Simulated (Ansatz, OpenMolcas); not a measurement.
# Exact exchange and the vertical energy of the quartet above the doublet of CH4N (methyl amino radical)

CH4N: 6 atoms, total charge 0, spin state doublet. SMILES: `C[NH]`. The shape is that of a PBE0-D4/def2-TZVP optimisation.

The vertical energy of the quartet above the doublet y, in eV, basis def2-TZVP; a is the functional's share of exact exchange. Programs: Ansatz 0.2.0, OpenMolcas 26.06.

```
functional     program     a  y (eV)
  U-r2SCAN      Ansatz     0    6.96
     UTPSS  OpenMolcas     0    6.96
    UB3LYP      Ansatz   0.2       ?
 U-r2SCAN0      Ansatz  0.25    7.03
     UPBE0      Ansatz  0.25    7.04
    UBHLYP      Ansatz   0.5    7.22
```

Problem. Fit y = c + s·a to the known rows and predict UB3LYP.

Solution. 
1. Means of the 5 rows: a = 0.2000, y = 7.042.
2. Σ(Δa)² = 0.175, Σ(Δa·Δy) = 0.0855, so the slope is 0.0855/0.175 = 0.48857.
3. Intercept: 7.042 − (0.48857) × 0.2000 = 6.944. The largest residual of the fit is 0.036.
4. UB3LYP: 6.944 + (0.48857) × 0.2 = 7.04 eV.

The run gave 7.10 eV, so the prediction is off by -0.06 eV, about the scatter of the fit.
